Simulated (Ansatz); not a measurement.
**Match the barriers**

Saddle point of BSiNH$_{8}$, singlet (BNH₄ ([BH2][NH2]) + SiH₄ → BSiH₅ ([BH2][SiH3]) + NH₃ (still joined by a long B–N bond); bonds formed: B1–Si6, N2–H5; bonds broken: H5–Si6; bonds weakened to dative contacts: B1–N2), PBE0-D4/def2-TZVP structure:

```
11
angstrom
B -0.7499 -0.3297 -0.2295
N -0.9967 1.1416 -0.7201
H -0.6175 -1.1327 -1.1126
H -1.3850 -0.6484 0.7391
H 0.1482 0.7036 -0.1342
Si 1.2420 -0.5495 0.6671
H -1.6372 1.7121 -0.1959
H -1.0234 1.3085 -1.7112
H 2.4397 -0.3699 -0.2034
H 1.5059 0.1616 1.9508
H 1.0739 -1.9972 0.9501
```

Computed with Ansatz 0.2.0 (basis: def2-TZVPP, with def2-QZVPP for the basis limit); correlated methods freeze the cores. Extrapolation: Hartree–Fock as exp(−7.88 √X), correlation as X^−2.97. Four methods, as single points on the PBE0-D4 structures, gave these electronic barriers from the start structure: 1.846, 2.061, 2.182, 3.036 eV.

The methods were, in alphabetical order, BLYP-D4, CCSD(T), HF, r2SCAN-D4. Which gave which? (A judgement: the text doesn't fix the answer.)

Computed: r2SCAN-D4 1.846; BLYP-D4 2.061; CCSD(T) 2.182; HF 3.036 eV. For comparison, CCSD(T) at an estimated basis limit (MP2 extrapolated from triple and quadruple zeta, plus CCSD(T) − MP2 in triple zeta) gives 2.142 eV.

T1 diagnostic: at most 0.013.

Labels in which every atom is bracketed show which atoms are joined, not bond orders.

For scale, one of the runs: CCSD(T)/def2-TZVPP, 216 basis functions, launched by `ansatz run in.yaml --threads 2 --pin off --events-out ev --progress --plain --max-ram 4352MiB`. Hardware: 2 CPU threads of an Arm Neoverse V1, shared host. Wall time 87 s; peak host memory 3.1 GiB.
